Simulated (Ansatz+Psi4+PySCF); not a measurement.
singlet CO: levels of theory in one basis

```yaml
atoms:
  - { symbol: O, position_ang: [0.0000, 0.0000, 0.5916] }
  - { symbol: C, position_ang: [0.0000, 0.0000, -0.7888] }
```

Basis set: cc-pVTZ (spherical functions). Left uncorrelated: 2 orbitals. Charge 0, multiplicity 1.

Computed with Ansatz (development build ahead of 0.2.0) and Psi4 1.11; each method stands on the lowest determinant of its kind that the runs found.

| method | E − E(RHF) (eV) | <S²> of the determinant |
| --- | --- | --- |
| RHF | 0.00 | 0.00 |
| RHF-MP2 | -10.88 | – |
| RHF-CCSD | -10.60 | – |
| RHF-CCSD(T) | -11.33 | – |

Caution: stretched shape with no unrestricted run beside it, a lower state can exist; unrestricted orbitals would lower the determinant. Caution for RHF-MP2, RHF-CCSD, RHF-CCSD(T): large amplitudes, a single reference is doubtful.
